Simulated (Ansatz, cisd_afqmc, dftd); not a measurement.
Reaction: CHO (SMILES [CH]=O, doublet) → CHO- (SMILES [CH-]=O) (an electron is taken up)
Each species at its own B3LYP-D3(BJ)/def2-TZVP minimum (Ansatz, a quantum-chemistry and plane-wave program).

Quantity: adiabatic electron affinity (electronic), positive where energy is released, in eV. UHF or UKS for unpaired electrons; spin-orbit terms are left out. Cores are frozen in correlated methods. Rows without X2C or -DK are non-relativistic. AFQMC is phaseless with a CISD trial state; ± is one standard error, without the phaseless bias. Outlying blocks are dropped, and bars are widened where a walk drifts. Over all cases where full CI ran beside it in this data, AFQMC minus full CI had a median of +0.1 mEh and passed +0.4 mEh in a tenth of the cases. CBS(X,Y): correlation extrapolated as X^-3, Hartree-Fock from the larger set. A bracket is a step between two methods taken in the basis named. Functionals run without relativity, which enters their misses. Double hybrids freeze cores in their MP2 part. 'core' is core correlation in cc-pwCVTZ, 'X2C' scalar relativity in cc-pVTZ-DK, both at CCSD(T). def2-TZVPD holds few diffuse functions, which lowers the functionals' binding of the extra electron.

```
level                                                                                        program  adiabatic electron affinity (eV)  difference against the last row
------------------------------------------------------------------------------------  --------------  --------------------------------  -------------------------------
r2SCAN/def2-TZVPD                                                                             Ansatz                              0.03                            -0.20
B3LYP-D3(BJ)/def2-TZVPD                                                               Ansatz + dftd3                              0.21                            -0.02
B3LYP-D4/def2-TZVPD                                                                   Ansatz + dftd4                              0.23                             0.00
r2SCANh/def2-TZVPD                                                                            Ansatz                              0.00                            -0.23
wB97X-V/def2-TZVPD                                                                            Ansatz                              0.12                            -0.11
B2GP-PLYP-D4/def2-TZVPD                                                               Ansatz + dftd4                              0.03                            -0.20
CCSD(T)/aug-cc-pVDZ                                                                           Ansatz                              0.17                            -0.06
AFQMC/CISD/aug-cc-pVDZ                                                                    cisd_afqmc                       0.19 ± 0.02                            -0.04
CCSD(T)/CBS(aug-cc-pVTZ,aug-cc-pVQZ) + [CCSDT(Q) - CCSD(T)]/aug-cc-pVDZ + core + X2C          Ansatz                              0.23                             0.00
CCSD(T)/CBS(aug-cc-pVTZ,aug-cc-pVQZ) + [CCSDT(Q) - CCSD(T)]/aug-cc-pVTZ + core + X2C          Ansatz                              0.23                             0.00
```
